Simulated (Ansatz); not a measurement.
# AlHO2+ (quartet): the correlation ladder, def2-TZVPP

An exercise on one series of results from a longer session: the logs are not shown, and one member is left open.

Method: def2-TZVPP, core rule «outside noble gas», up to 7 orbitals frozen; program: Ansatz 0.2.0, Gaussian basis.

The runs, in order: UHF; ROHF; CCSD(T) on UHF.

2 further runs of the same task are left out: 2 set aside as unsound or not needed.

### The system

The geometry is a PBE0/def2-TZVP stationary point (not a proven minimum) of the parent state, kept for this charge and spin.

4 atoms, charge 1, spin multiplicity 4.

Atoms are counted from 1 here; the program's logs count them from 0.

Bond lengths: O1–Al2 1.733 Å, Al2–O3 1.733 Å, Al2–H4 1.570 Å. Angles: O1–Al2–O3 118.9°, O1–Al2–H4 120.6°, O3–Al2–H4 120.6°.

Set-up of the first run:

File in.yaml:

```yaml
crystal:
  periodic: [false, false, false]
  atoms:
    - {symbol: O, position_ang: [0.000000, -0.437572, 1.491900]}
    - {symbol: Al, position_ang: [0.000000, 0.443728, 0.000000]}
    - {symbol: O, position_ang: [0.000000, -0.437572, -1.491900]}
    - {symbol: H, position_ang: [0.000000, 2.013330, 0.000000]}
basis:
  gaussian: {orbitals: def2-TZVPP}
total_charge: 1
magnetization: {spin_polarized: true, initial_magnetization: 3}
hamiltonian: {xc: hf}
output: {orbitals: {seedname: orbitals}}
```

Command:

```bash
$ ansatz run in.yaml --threads 1 --pin off --events-out ev --progress --plain --max-ram 3968MiB --backend cpu
```

Among the steps run: UHF; ROHF; CCSD(T) on UHF.

One table of the session follows, with a row left open; its other results are not shown here.

| method | from UCCSD(T) (meV) |
| --- | --- |
| ROHF | +12351.2 |
| UHF | +12025.1 |
| UMP2 | +1573.2 |
| UCCSD | ? |
| UCCSD(T) | 0 |

Estimate the missing values for UCCSD.

**Answer.** from UCCSD(T) (meV): +416.6. In the column «from UCCSD(T) (meV)» it lies between UCCSD(T) (0) and UMP2 (+1573.2).
